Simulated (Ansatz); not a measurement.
# A basis-limit estimate, worked out

An elementary step of CH₇AlS, singlet (AlH₃S ([AlH2][SH]) + CH₄ → CH₅Al ([CH3][AlH2]) + H₂S (still joined by a long Al–S bond); bonds formed: Al1–C6, S2–H5; bonds broken: H5–C6; bonds weakened to dative contacts: Al1–S2). “Start” is the structure reached by relaxing down from the saddle towards the reactants; PBE0-D4/def2-TZVP structures. The saddle:

```xyz
10
angstrom
Al -0.8176 -0.1743 -0.7291
S 0.8296 1.5228 -1.2352
H -0.7017 -1.2716 -1.8637
H -2.1512 0.5223 -0.2351
H 0.7970 0.4497 -0.0804
C 0.3759 -0.7043 0.8967
H 0.2515 2.4310 -0.4319
H 1.3392 -1.2005 0.7599
H -0.3386 -1.5087 1.1366
H 0.4160 -0.0664 1.7822
```

Program: Ansatz 0.2.0. Basis: def2-TZVPP and def2-QZVPP. Cores are frozen in the correlated methods.

Energies in eV:

| quantity | saddle | start |
| --- | --- | --- |
| Hartree–Fock, triple zeta (X = 3) | -18541.17768 | -18543.47971 |
| Hartree–Fock, quadruple zeta (X = 4) | -18541.74444 | -18544.04627 |
| MP2 correlation, X = 3 | -13.36534 | -12.68617 |
| MP2 correlation, X = 4 | -14.31537 | -13.62731 |
| CCSD(T) correlation, X = 3 | -15.28807 | -14.67194 |

(1) Work out the barrier at the basis limit: extrapolate Hartree–Fock as E(X) = E∞ + A exp(−7.88 √X) and the MP2 correlation as E(X) = E∞ + B X^−2.97 (the exponents that Neese and Valeev fitted for def2-TZVPP and QZVPP), then add CCSD(T) − MP2 in triple zeta.

The T1 diagnostic stays at or below 0.011.

Results:

(1) Each step is linear, so take the differences first (saddle − start): Hartree–Fock 2.30203 (X = 3) and 2.30183 (X = 4); MP2 correlation -0.67917 and -0.68806; CCSD(T) correlation -0.61613.
Two points give E∞ = E(4) + w [E(4) − E(3)], with w = 1/(exp(7.88 (2 − √3)) − 1) = 0.1377 for Hartree–Fock and w = 1/((4/3)^2.97 − 1) = 0.7407 for the correlation.
Hartree–Fock: 2.30183 + 0.1377 × (-0.00020) = 2.3018 eV.
MP2 correlation: -0.68806 + 0.7407 × (-0.00889) = -0.6946 eV.
CCSD(T) − MP2: -0.61613 − (-0.67917) = 0.0630 eV.
Sum: 2.3018 + (-0.6946) + 0.0630 = 1.6702 eV, or 38.52 kcal/mol. Plain CCSD(T) in triple zeta gives 1.6859 eV, so the larger basis shifts the result by -0.0157 eV.

Labels in which every atom is bracketed show which atoms are joined, not bond orders.

For scale, one of the runs: CCSD(T)/def2-TZVPP, 213 basis functions, launched by `ansatz run in.yaml --threads 2 --pin off --events-out ev --progress --plain --max-ram 4352MiB`. Hardware: 2 CPU threads of an Arm Neoverse N1, shared host. Wall time 92 s; peak host memory 2.8 GiB.
